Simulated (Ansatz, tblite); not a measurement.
# The cluster Os2O2+: rung by rung

The task here is to estimate one member of a computed series from the others.

The runs use Ansatz 0.2.0, Gaussian basis; as each input shows.

Levels to be run: GFN1-xTB, GFN2-xTB, PBE-D4/def2-TZVP, r2SCAN-D4/def2-TZVP, ωB97M-V/def2-TZVP, r2SCANh-D4/def2-TZVP, BLYP-D4/def2-TZVP, B2PLYP/def2-TZVP, HF/def2-TZVP, PBE-D4/def2-SVP, PBE0-D4/def2-SVP, CCSD(T)/def2-SVP, MP2/def2-TZVP, RPA/def2-TZVP.

### The relaxed structure

The doublet was relaxed beforehand with PBE0-D4/def2-TZVP. At that level it is the lowest of the isomers that a small search found.

4 atoms, charge 1, spin multiplicity 2.

Bond lengths: Os1–O3 1.820 Å, Os2–O3 1.938 Å, Os2–O4 1.654 Å. Angles: O3–Os2–O4 140.0°, Os1–O3–Os2 79.8°.

Os takes a core potential in the def2 sets. No spin-orbit coupling is included. The ion is computed in the gas phase, without counter-ions or solvent.

PBE0-D4/def2-TZVP was run before; its log isn't repeated, and its numbers join the tables.

The first run:

Tight binding, by tblite at 300 K electronic temperature and without a spin-polarisation term:

```python
tblite.interface.Calculator('GFN1-xTB', numbers, positions, charge=1, uhf=1).singlepoint()
```

Tight binding, by tblite at 300 K electronic temperature and without a spin-polarisation term:

```python
tblite.interface.Calculator('GFN2-xTB', numbers, positions, charge=1, uhf=1).singlepoint()
```

start.molden holds the orbitals of an earlier run on this state, given as this run's starting guess.

in.yaml reads:

```yaml
crystal:
  periodic: [false, false, false]
  atoms:
    - {symbol: Os, position_ang: [-1.539609, 0.905972, -0.216087]}
    - {symbol: Os, position_ang: [0.354564, -0.436242, 0.436104]}
    - {symbol: O, position_ang: [0.207743, 1.408872, -0.138997]}
    - {symbol: O, position_ang: [0.977312, -1.878592, -0.081020]}
basis:
  gaussian: {orbitals: def2-TZVP, initial_orbitals: start.molden}
total_charge: 1
magnetization: {spin_polarized: true, initial_magnetization: 1}
hamiltonian: {xc: pbe, dispersion: d4}
scf: {omitted_lower_state_checks: [starts]}
output: {orbitals: {seedname: orbitals}}
```

Run with:

```sh
$ ansatz run in.yaml --threads 4 --pin off --events-out ev --progress --plain --max-ram 3916MiB
```

Among the steps run: PBE-D4/def2-TZVP; r2SCAN-D4/def2-TZVP; ωB97M-V/def2-TZVP; r2SCANh-D4/def2-TZVP; BLYP-D4/def2-TZVP; B2PLYP/def2-TZVP; HF/def2-TZVP; PBE-D4/def2-SVP; PBE0-D4/def2-SVP; CCSD(T)/def2-SVP; MP2/def2-TZVP; RPA/def2-TZVP.

One of the session's tables, all rows but one given; the rest of the session is left out.

```
               level  HOMO (eV)  LUMO (eV)  gap (eV)
        HF/def2-TZVP     -15.63      -5.85      9.77
     PBE-D4/def2-SVP     -11.47     -10.80      0.67
    PBE-D4/def2-TZVP     -11.41     -10.72      0.69
   BLYP-D4/def2-TZVP     -11.32     -10.72      0.60
 r2SCAN-D4/def2-TZVP     -11.63     -10.36      1.28
r2SCANh-D4/def2-TZVP     -12.10      -9.92      2.19
    PBE0-D4/def2-SVP     -12.69      -9.63      3.07
   PBE0-D4/def2-TZVP          ?          ?         ?
   ωB97M-V/def2-TZVP     -14.76      -7.59      7.17
```

**Question.** Estimate the row for PBE0-D4/def2-TZVP.

As computed: HOMO (eV): -12.60; LUMO (eV): -9.51; gap (eV): 3.09. In the column «HOMO (eV)» it lies between PBE0-D4/def2-SVP (-12.69) and r2SCANh-D4/def2-TZVP (-12.10).

Limits of these values: Doubts: large T1 diagnostic, spin contamination. Notes on CCSD(T)/def2-SVP: large T1 diagnostic, spin contamination.
